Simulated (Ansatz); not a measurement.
**H₂O₂ (triplet): wave-function methods side by side at a displaced geometry (v2), cc-pVDZ**

The task here is to estimate one member of a computed series from the others.

Program: Ansatz 0.2.0, Gaussian basis. Level of theory: cc-pVDZ, core rule «outside noble gas», up to 2 orbitals frozen. These are calculated values, not measurements.

To be run: UHF; CCSD(T) on ROHF; CCSD(T) on UHF; BCCD(T) on ROHF; CISD; CCSDT(Q) on ROHF; CCSDT(Q) on UHF; CASSCF and MRCISD+Q, 14 electrons in 10 orbitals; CASSCF and NEVPT2, 14 electrons in 10 orbitals.

21 further runs of the same task are left out: 7 that didn't finish, 14 set aside as unsound or not needed.

## The geometry

The geometry is a PBE0/def2-TZVP stationary point (not a proven minimum) with its atoms shifted at random (size 0.100 Å).

4 atoms, charge 0, spin multiplicity 3.

Atoms are counted from 1 here; the program's logs count them from 0.

Bond lengths: O1–H3 0.950 Å, O2–H4 1.068 Å.

Set-up of the first run:

in.yaml

```yaml
crystal:
  periodic: [false, false, false]
  atoms:
    - {symbol: O, position_ang: [0.080319, -0.115709, 0.928528]}
    - {symbol: O, position_ang: [-0.084555, 0.122331, -0.929325]}
    - {symbol: H, position_ang: [-0.007935, 0.826768, 1.005441]}
    - {symbol: H, position_ang: [0.075174, -0.931889, -0.992791]}
basis:
  gaussian: {orbitals: cc-pVDZ}
magnetization: {spin_polarized: true, initial_magnetization: 2}
hamiltonian: {xc: hf}
output: {orbitals: {seedname: orbitals}}
```

Started as:

```
$ ansatz run in.yaml --threads 1 --pin off --events-out ev --progress --plain --max-ram 2393MiB
```

Among the steps run: UHF; CCSD(T) on ROHF; CCSD(T) on UHF; BCCD(T) on ROHF; CISD; CCSDT(Q) on ROHF; CCSDT(Q) on UHF; CASSCF and MRCISD+Q, 14 electrons in 10 orbitals; CASSCF and NEVPT2, 14 electrons in 10 orbitals.

One table of the session follows, with a row left open; its other results are not shown here.

| method | from RCCSDT(Q) (kJ/mol) |
| --- | --- |
| UHF | +973.9 |
| RMP2 | +37.3 |
| UMP2 | +146.8 |
| CISD | +132.4 |
| RCCSD | +61.8 |
| UCCSD | +51.7 |
| RCCSD(T) | +13.7 |
| UCCSD(T) | +27.1 |
| BCCD(T) | +16.2 |
| RCCSDT | +9.3 |
| UCCSDT | +7.4 |
| RCCSDT(Q) | 0 |
| UCCSDT(Q) | -0.9 |
| CASSCF valence | ? |
| NEVPT2 valence | +124.4 |
| MRCISD valence | +62.1 |
| MRCISD+Q valence | +11.2 |

**Question.** Estimate the row for CASSCF valence.

As computed: from RCCSDT(Q) (kJ/mol): +803.3. In the column «from RCCSDT(Q) (kJ/mol)» it lies between UMP2 (+146.8) and UHF (+973.9).

Left out of the table: ROHF (another determinant or state than the rows shown).

Limits of these values: The report flags that the cluster equations may have other roots. The program flags RCCSD(T), BCCD(T), RCCSDT(Q) as in doubt, so the zero of the table is itself unsure. Warnings: coupled cluster took another determinant than the lowest. Restricted and unrestricted rows rest on different reference determinants; where their highest levels disagree by more than a few hundredths of an eV, they describe different states and don't form one ladder.
